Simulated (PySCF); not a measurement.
A barrier at the coupled-cluster level

Start structure (SiNH₇O, singlet), relaxed at PBE0-D4/def2-TZVP:

Si1  (0.167, 0.709, 0.543)
H2  (1.391, -0.136, 0.532)
H3  (-0.109, 1.381, -0.745)
H4  (-0.996, -0.041, 1.089)
O5  (0.454, 2.006, 1.550)
H6  (-0.242, -2.178, -0.784)
N7  (-0.325, -1.266, -1.217)
H8  (0.657, 1.808, 2.464)
H9  (-1.262, -1.190, -1.592)
H10  (0.321, -1.236, -1.996)
(Å)

The step: SiH₄O ([OH][SiH3]) + NH₃ → SiNH₅O ([NH2][SiH2][OH]) + H₂; bonds formed: Si1–N7, H2–H6; bonds broken: Si1–H2, H6–N7. PySCF 2.14 with density fitting (its default auxiliary sets; JK sets also for MP2 and CCSD(T)); basis: def2-TZVPP and def2-QZVPP; cores frozen in the correlated methods. Extrapolation: Hartree–Fock as exp(−7.88 √X), correlation as X^−2.97. Energies below are by CCSD(T) at an estimated basis limit (MP2 extrapolated from triple and quadruple zeta, plus CCSD(T) − MP2 in triple zeta).

Problem. What are the electronic barrier and the energy of the step, from the start structure to the end structure? (An estimate is asked for; the value comes from the calculation.)

Solution. The calculation gives: Barrier 1.800 eV; step energy -0.369 eV (downhill); reverse barrier, their difference, 2.168 eV. Barrier and step energy count from the start structure, the reverse barrier from the end structure.

The saddle point: One imaginary mode of 1288i cm⁻¹.
| pair | start (Å) | saddle (Å) | end (Å) |
| --- | --- | --- | --- |
| Si1–N7 | 2.69 | 1.87 | 1.71 |
| H2–H6 | 2.93 | 1.18 | 0.75 |
| Si1–H2 | 1.49 | 1.92 | 3.99 |
| H6–N7 | 1.01 | 1.19 | 2.85 |

Zero-point energy (harmonic, PBE0-D4): ZPE is 2.068 eV at the start and 1.974 eV at the saddle, so the barrier goes from 1.800 to 1.706 eV.

T1 diagnostic: at most 0.012.

Labels in which every atom is bracketed show which atoms are joined, not bond orders.

For scale, one of the runs: CCSD(T)/def2-TZVPP, 202 basis functions, launched by `OMP_NUM_THREADS=4 python run.py`. The run took 2.3 min on 4 CPU threads of an Intel Xeon 6975P-C (shared host), with 2.5 GiB of host memory at its peak.
